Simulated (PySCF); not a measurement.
Functional dependence of a UV spectrum

Species: C₂H₃Cl.
SMILES: `C=CCl`

Linear-response calculations in the def2-SVPD basis (PySCF; singlets by full response, triplets Tamm–Dancoff, core orbitals frozen in the response; HF means time-dependent Hartree–Fock). 'Strongest' is the level of largest summed f among the singlets computed (10 roots, of which the last may lack a degenerate partner); it can jump between rows when another state enters that window. S1 is the lowest singlet of each run and needn't be the same state throughout; f(S1) is that of one state. Isolated species at its PBE0-D3(BJ)/def2-SVP geometry, gas phase.

```csv
functional,kind,S1 (eV),f(S1),strongest (eV),T1 (eV),HOMO (eV),gap (eV),"ionisation energy, ΔSCF (eV)"
LDA,LDA,6.15,0.000,6.33,4.39,-6.62,5.02,10.14
PBE,GGA,6.25,0.000,6.37,4.19,-6.47,5.08,9.91
B3LYP,"global hybrid, 20% exact exchange",6.65,0.258,6.65,4.17,-7.40,6.78,10.00
PBE0,"global hybrid, 25% exact exchange",6.78,0.270,6.78,4.11,-7.64,7.26,10.00
BHandHLYP,"global hybrid, 50% exact exchange",7.00,0.329,7.00,4.04,-8.64,9.36,9.92
CAM-B3LYP,range-separated hybrid,6.85,0.293,6.85,4.13,-8.95,9.72,10.08
wB97X-D,range-separated hybrid,6.89,0.296,6.89,4.27,-9.49,10.95,10.05
LC-wPBE,range-separated hybrid,7.09,0.322,7.09,4.02,-10.36,12.31,10.20
HF,Hartree–Fock,7.26,0.422,7.26,3.54,-10.18,13.02,not settled
```

S1 runs from 6.15 eV (LDA) to 7.26 eV (HF), a spread of 1.10 eV, while the orbital gap spreads over 8.0 eV. Along PBE (0%), B3LYP (20%), PBE0 (25%), BHandHLYP (50%), HF (100%) S1 rises with the share of exact exchange. −ε(HOMO) comes closest to its own ΔSCF ionisation energy with LC-wPBE (+0.16 eV) and misses most with LDA (-3.52 eV). 'Not settled' means that the ion's SCF failed to converge or may have ended in another state than the lowest.
